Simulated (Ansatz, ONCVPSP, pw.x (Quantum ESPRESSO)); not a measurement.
# What a changed setting does to a pw.x run (diamond Si)

Potential: optimised norm-conserving Vanderbilt (ONCV), ONCVPSP 4.0.1, PBE; core [Ne], reference 3s2 3p2; waves: 3s: rc 1.70 bohr, ncon 3, nbas 7, qcut 3.4 1/bohr, 1 projector; 3p: rc 2.10 bohr, ncon 4, nbas 7, qcut 3.7 1/bohr, 2 projectors, debl 1.3 Ha; d scattering state at 0.1 Ha: rc 2.05 bohr, ncon 4, nbas 7, qcut 4.7 1/bohr, 2 projectors, debl 1.5 Ha; local part: polynomial inside 1.10 bohr (lpopt 5, dvloc0 4 Ha); core correction: Teter function, fcfact 5.5, rcfact 1.8.

The reference run (k-mesh 8³, cutoffs 105/420 Ry, Fermi–Dirac 0.01 Ry, mixing_beta 0.4, conv_thr 1e-9, no spin) gives -0.50 GPa at 20.463 Å³/atom, where all-electron LAPW gives -0.05 GPa. This run, with its own iteration cap, changes nspin = 2 with starting_magnetization to 0.2.

```
&control
  calculation='scf', prefix='x', pseudo_dir='./', outdir='./tmp', tstress=.true., disk_io='none'
/
&system
  ibrav=0, nat=2, ntyp=1, ecutwfc=105, ecutrho=420, nbnd=11,
  occupations='smearing', smearing='fd', degauss=0.01, nspin=2, starting_magnetization(1)=0.2
/
&electrons
  conv_thr=1e-09, mixing_beta=0.4, electron_maxstep=70
/
ATOMIC_SPECIES
Si 1.0 Si.UPF
CELL_PARAMETERS angstrom
  0.00000000 2.73520428 2.73520428
  2.73520428 0.00000000 2.73520428
  2.73520428 2.73520428 0.00000000
ATOMIC_POSITIONS crystal
Si 0.0000 0.0000 0.0000
Si 0.2500 0.2500 0.2500
K_POINTS automatic
8 8 8 0 0 0
```

```bash
pw.x < Si.scf.in > Si.scf.out
```

Problem. How does the run end?

Solution. It converges in 8 iterations; the free energy moves by +0.0 meV/atom and the pressure by +0.00 GPa. The result is that of the reference run.

```
Message from routine setup:
     using ibrav=0 with symmetry is DISCOURAGED, use correct ibrav instead
     lattice parameter (alat)  =       7.3098  a.u.
     unit-cell volume          =     276.1823 (a.u.)^3
     number of electrons       =         8.00
     number of Kohn-Sham states=           11
     kinetic-energy cutoff     =     105.0000  Ry
     charge density cutoff     =     420.0000  Ry
     scf convergence threshold =      1.0E-09
     Exchange-correlation= PBE
     atomic species   magnetization
     number of k points=    29  Fermi-Dirac smearing, width (Ry)=  0.0100
     iteration #  1     ecut=   105.00 Ry     beta= 0.40
     total energy              =     -20.00000883 Ry
     estimated scf accuracy    <       0.05788835 Ry
     total magnetization       =     0.02 Bohr mag/cell
     absolute magnetization    =     0.03 Bohr mag/cell
     iteration #  2     ecut=   105.00 Ry     beta= 0.40
     total energy              =     -20.00451150 Ry
     estimated scf accuracy    <       0.01650027 Ry
     total magnetization       =     0.01 Bohr mag/cell
     absolute magnetization    =     0.02 Bohr mag/cell
     iteration #  3     ecut=   105.00 Ry     beta= 0.40
     total energy              =     -20.00556455 Ry
     estimated scf accuracy    <       0.00022361 Ry
     total magnetization       =     0.00 Bohr mag/cell
     absolute magnetization    =     0.00 Bohr mag/cell
     iteration #  4     ecut=   105.00 Ry     beta= 0.40
     total energy              =     -20.00559629 Ry
     estimated scf accuracy    <       0.00000276 Ry
     total magnetization       =     0.00 Bohr mag/cell
     absolute magnetization    =     0.00 Bohr mag/cell
     iteration #  5     ecut=   105.00 Ry     beta= 0.40
     total energy              =     -20.00559725 Ry
     estimated scf accuracy    <       0.00000034 Ry
     total magnetization       =     0.00 Bohr mag/cell
     absolute magnetization    =     0.00 Bohr mag/cell
     iteration #  6     ecut=   105.00 Ry     beta= 0.40
     total energy              =     -20.00559731 Ry
     estimated scf accuracy    <          3.2E-09 Ry
     total magnetization       =    -0.00 Bohr mag/cell
     absolute magnetization    =     0.00 Bohr mag/cell
     iteration #  7     ecut=   105.00 Ry     beta= 0.40
     total energy              =     -20.00559731 Ry
     estimated scf accuracy    <          1.0E-09 Ry
     total magnetization       =    -0.00 Bohr mag/cell
     absolute magnetization    =     0.00 Bohr mag/cell
     iteration #  8     ecut=   105.00 Ry     beta= 0.40
     the Fermi energy is     6.2688 ev
!    total energy              =     -20.00559731 Ry
     estimated scf accuracy    <          7.9E-13 Ry
     smearing contrib. (-TS)   =      -0.00030067 Ry
     The total energy is F=E-TS. E is the sum of the following terms:
     one-electron contribution =       5.39013172 Ry
     hartree contribution      =       1.10497611 Ry
     xc contribution           =      -9.82555041 Ry
     ewald contribution        =     -16.67485408 Ry
     total magnetization       =     0.00 Bohr mag/cell
     absolute magnetization    =     0.00 Bohr mag/cell
     convergence has been achieved in   8 iterations
          total   stress  (Ry/bohr**3)                   (kbar)     P=       -4.99
     Message from routine punch:
     Nothing written, as per user request (disk_io='none')
```

The run took about 84 s on one core of a shared host (Intel(R) Xeon(R) Processor @ 2.60GHz, 24 threads, 31 GiB, load 12).
